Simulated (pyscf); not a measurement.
`[CH2][Ga]([OH])[OH]` [doublet] + `[H][H]` → `[CH3][Ga]([OH])[OH]` + `[H]` [doublet] (hydrogen abstraction; doublet surface; H–H broken, C–H formed). Structures and frequencies: ωB97X-D3(BJ)/def2-SVP in PySCF. Energies in kJ/mol from the separated reactants.

| level | barrier | reaction energy |
|---|---|---|
| ωB97X-D3(BJ)/def2-TZVP | 57.8 | +0.8 |
| PBE/def2-TZVP | 33.0 | -3.8 |
| PBE0-D3(BJ)/def2-TZVP | 42.6 | -3.6 |
| M06-2X/def2-TZVP | ? | ? |
| ωB97M-D3(BJ)/def2-TZVP | ? | +0.6 |
| HF/def2-TZVP | 112.8 | +14.1 |

Q: Complete the blanks.

A: 
- M06-2X/def2-TZVP, barrier: 66.3
- M06-2X/def2-TZVP, reaction energy: +3.2
- ωB97M-D3(BJ)/def2-TZVP, barrier: 58.1

The functionals in the table span 33.3 kJ/mol in this barrier, from PBE to M06-2X. One saddle was located; it need not be the lowest between these sides. The angle at the transferred H is 173°. Elements up to Kr have no core potential and no relativistic terms here.
